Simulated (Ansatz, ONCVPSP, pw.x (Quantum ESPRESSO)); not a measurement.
## Mg: does the ONCV potential hold in the solid?

```json
{"Element": "Mg", "Generator": "ONCVPSP 4.0.1", "Type": "optimised norm-conserving Vanderbilt (ONCV)", "Functional": "PBEsol", "Relativity": "scalar-relativistic", "Frozen core": "[Ne]", "Valence charge": "2", "Reference configuration": "3s2", "Partial waves": "3s: rc 2.45 bohr, ncon 4, nbas 7, qcut 2.9 1/bohr, 1 projector; p scattering state at 0.19 Ha: rc 2.10 bohr, ncon 3, nbas 6, qcut 4.4 1/bohr, 2 projectors, debl 0.8 Ha", "Local potential": "polynomial inside 1.40 bohr (lpopt 2, dvloc0 -1 Ha)", "Core correction": "Teter function, fcfact 5.5, rcfact 1.25"}
```

Atomic tests: cutoffs needed: 3.5 Ha and 8.0 Ha (the cutoffs (Ha) at which the residual kinetic energy of the hardest occupied pseudo-wave falls to 1 and 0.1 mHa per electron) The cutoffs count occupied waves only; projector 2 of the p channel, the hardest unoccupied one, needs 17 Ha at the loose tolerance.; ghost test: no bound ghost flagged; GHOST(+) flagged for s at 29.4 eV; largest excitation error: -13 meV (all-electron minus pseudo) for 3s0 3p1, out of 4 test configurations.

Crystal test: bcc Mg in pw.x 7.5, no spin, 13³ k-points, Fermi–Dirac smearing 0.01 Ry, cutoffs 50/200 Ry. The reference is all-electron LAPW (Ansatz 0.2.0) with the same functional, mesh and smearing; V0 and B0 come from Birch–Murnaghan fits to the pressures at five volumes. Errors are pseudo minus all-electron; Δ is the rms difference of the E(V) curves that follow from these fits, minima aligned, over ±6 % about the mean V0. Mesh and smearing are coarse, so the numbers serve the comparison and aren't converged zero-temperature values; the lattice is a test structure that the element need not adopt.

All-electron: a0 = 3.559 Å (V0 = 22.55 Å³/atom), B0 = 36.1 GPa.

How far does the potential miss the all-electron equation of state?

mean pressure error (GPa): -0.02; a0 (Å): 3.558; a0 error (%): -0.02; B0 error (%): +1.1; Δ (meV/atom): 0.1. The generator flags a localised state at positive energy (s at 29 eV).

```tsv
V (Å³/atom)	P all-electron (GPa)	P pseudo (GPa)
21.324	2.25	2.24
21.885	1.14	1.12
22.446	0.16	0.14
23.007	-0.70	-0.73
23.568	-1.46	-1.50
```

At the middle volume, how do free energy and pressure move when the wave cutoff is lowered (ecutrho kept at four times it)?

```csv
cutoff (Ry),shift of F (meV/atom),shift of P (GPa)
22,+3.3,+0.01
30,+2.2,-0.00
40,+0.7,-0.02
```

The run at the middle volume (84 k-points, 5 iterations) took about 4.1 s on one core of a shared host (Intel(R) Xeon(R) 6975P-C, 192 threads, 378 GiB, load 67).
